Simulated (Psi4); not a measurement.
# BNH3 (SMILES B[NH]): UB2PLYP/def2-TZVPP (density fitting for correlation)

Aim: the vertical ionisation energy of BNH3 at UB2PLYP/def2-TZVPP (density fitting for correlation), from 2 runs. 

The results are computed with Psi4 1.11.

1 further run of the same task is left out (set aside as unsound or not needed).

## 1. Starting point

The species is BNH3 (5 atoms), meant as a doublet with charge 0. As SMILES, `B[NH]`. The shape is that of a PBE0-D4/def2-TZVP optimisation.

Bond lengths: B1–N2 1.329 Å, B1–H3 1.210 Å, B1–H4 1.204 Å, N2–H5 0.999 Å. Angles: B1–N2–H5 163.9°, N2–B1–H3 118.8°, N2–B1–H4 121.2°, H3–B1–H4 119.9°.

## 2. The energy at UB2PLYP/def2-TZVPP (density fitting for correlation)

Input file bh3n.in:

```
memory 1.6 GB

molecule {
  0 2
  B     -0.310800    -0.370100    -0.091600
  N      0.531200     0.655200    -0.019800
  H     -0.414800    -1.107400     0.862500
  H     -0.964100    -0.573100    -1.081900
  H      1.208400     1.321700     0.289300
  units angstrom
  symmetry c1
}

set basis def2-TZVPP
set reference uks
set puream true
set e_convergence 1e-09
set d_convergence 1e-08
set scf_type pk
set dft_radial_points 99
set dft_spherical_points 590
set num_frozen_docc 2
set maxiter 200

e_tot, wfn = energy('b2plyp', return_wfn=True)
print_variables()
```

Run with:

```bash
psi4 bh3n.in bh3n.out -n 1
```

bh3n.out:

```text
[...]
  Running in c1 symmetry.
[...]
  Nuclear repulsion =   27.148135806541628
[...]
  Multiplicity = 2
[...]
  Nalpha       = 8
  Nbeta        = 7
[...]
    Number of basis functions: 104
[...]
   @UKS iter   1:   -81.03649991900375   -6.16047e-01   5.64375e-03 ADIIS/DIIS
[...]
   @UKS iter  13:   -81.21369949295730   -2.16858e-11   5.84732e-09 DIIS
[...]
   @S^2 Observed:                7.627003825E-01
[...]
    Orbital Energies [Eh]
    ---------------------
    Alpha Occupied:
       1A    -14.871354     2A     -7.096413     3A     -0.999621
       4A     -0.658918     5A     -0.501505     6A     -0.484837
       7A     -0.387304     8A     -0.342521
    Alpha Virtual:
       9A      0.052474    10A      0.070357    11A      0.112616
      12A      0.127352    13A      0.141163    14A      0.191470
      15A      0.207073    16A      0.248706    17A      0.358433
      18A      0.388981    19A      0.436660    20A      0.441427
      21A      0.462020    22A      0.493869    23A      0.517137
      24A      0.572922    25A      0.579069    26A      0.647023
[...]
  @UKS Final Energy:   -81.21369949295730
   => Energetics <=
    Nuclear Repulsion Energy =             27.1481358065416281
    One-Electron Energy =                -162.4557042137239762
    Two-Electron Energy =                  59.8683986463537750
    DFT Exchange-Correlation Energy =      -5.7745297321287286
    Empirical Dispersion Energy =           0.0000000000000000
    VV10 Nonlocal Energy =                  0.0000000000000000
    Total Energy =                        -81.2136994929573035
[...]
 Multipole Moments:
 ------------------------------------------------------------------------------------
     Multipole            Electronic (a.u.)      Nuclear  (a.u.)        Total (a.u.)
 ------------------------------------------------------------------------------------
 L = 1.  Multiply by 2.5417464519 to convert [e a0] to [Debye]
 Dipole X            :          0.5178552           -0.1195010            0.3983542
 Dipole Y            :          0.7045354           -0.2989976            0.4055379
 Dipole Z            :         -0.0724730            0.2333867            0.1609137
 Magnitude           :                                                    0.5907963
[...]
```

Run time: 25 s. Hardware: 1 thread of Intel Xeon Platinum 8375C at 2.90GHz (Ice Lake), shared host; peak memory 0.65 GiB.

## 3. The singlet cation at the same level

bh3n.in: that of step 2 with these lines changed.

```diff
@@ -2,4 +2,4 @@
 
-molecule {
-  0 2
+molecule mol {
+  1 1
   B     -0.310800    -0.370100    -0.091600
@@ -11,2 +11,4 @@
   symmetry c1
+  no_reorient
+  no_com
 }
@@ -14,3 +16,2 @@
 set basis def2-TZVPP
-set reference uks
 set puream true
@@ -22,5 +23,3 @@
 set num_frozen_docc 2
-set maxiter 200
 
-e_tot, wfn = energy('b2plyp', return_wfn=True)
-print_variables()
+energy("b2plyp")
```

Run with:

```bash
psi4 -n 1 bh3n.in bh3n.out
```

bh3n.out:

```text
[...]
  Running in c1 symmetry.
[...]
  Nuclear repulsion =   27.148135806541628
[...]
  Multiplicity = 1
[...]
  Nalpha       = 7
  Nbeta        = 7
[...]
    Number of basis functions: 104
[...]
   @RKS iter   1:   -80.75269089073183   -3.32238e-01   3.36554e-03 ADIIS/DIIS
[...]
   @RKS iter  11:   -80.82229036958370   -1.07434e-11   6.71620e-09 DIIS
[...]
    Orbital Energies [Eh]
    ---------------------
    Doubly Occupied:
       1A    -15.248206     2A     -7.415003     3A     -1.298361
       4A     -0.980969     5A     -0.789016     6A     -0.735114
       7A     -0.706562
[...]
  @RKS Final Energy:   -80.82229036958370
   => Energetics <=
    Nuclear Repulsion Energy =             27.1481358065416281
    One-Electron Energy =                -157.5621728191781585
    Two-Electron Energy =                  55.1873142113442441
    DFT Exchange-Correlation Energy =      -5.5955675682914059
    Empirical Dispersion Energy =           0.0000000000000000
    VV10 Nonlocal Energy =                  0.0000000000000000
    Total Energy =                        -80.8222903695836834
[...]
 Multipole Moments:
 ------------------------------------------------------------------------------------
     Multipole            Electronic (a.u.)      Nuclear  (a.u.)        Total (a.u.)
 ------------------------------------------------------------------------------------
 L = 1.  Multiply by 2.5417464519 to convert [e a0] to [Debye]
 Dipole X            :         -3.4301939            3.7679249            0.3377310
 Dipole Y            :         -4.1763047            4.4920680            0.3157633
 Dipole Z            :          1.0783333           -0.9953188            0.0830145
 Magnitude           :                                                    0.4697447
[...]
```

Wall time 14 s (1 thread of Intel Xeon Platinum 8375C at 2.90GHz (Ice Lake), shared host); peak memory 0.65 GiB.

## 4. Outcome

At UB2PLYP/def2-TZVPP (density fitting for correlation), 2 core orbitals frozen:

| quantity | value |
| --- | --- |
| doublet BNH3: total energy | -81.30810 Eh |
| doublet BNH3: HOMO energy (SCF part's orbitals) (highest over α and β) | -9.32 eV |
| doublet BNH3: LUMO energy (SCF part's orbitals) (lowest over α and β) | -1.21 eV |
| doublet BNH3: ⟨S²⟩ | 0.763 |
| singlet cation: total energy | -80.92175 Eh |
| singlet cation: HOMO energy (SCF part's orbitals) | -19.23 eV |
| singlet cation: LUMO energy (SCF part's orbitals) | -11.57 eV |
| singlet cation: HOMO–LUMO gap (SCF part's orbitals) | 7.65 eV |
| vertical ionisation energy (to the singlet cation) | 10.513 eV |

**Reading.** The vertical ionisation energy comes to 10.51 eV (1014 kJ/mol). Only the singlet of the ionised species was computed; a triplet could lie lower.
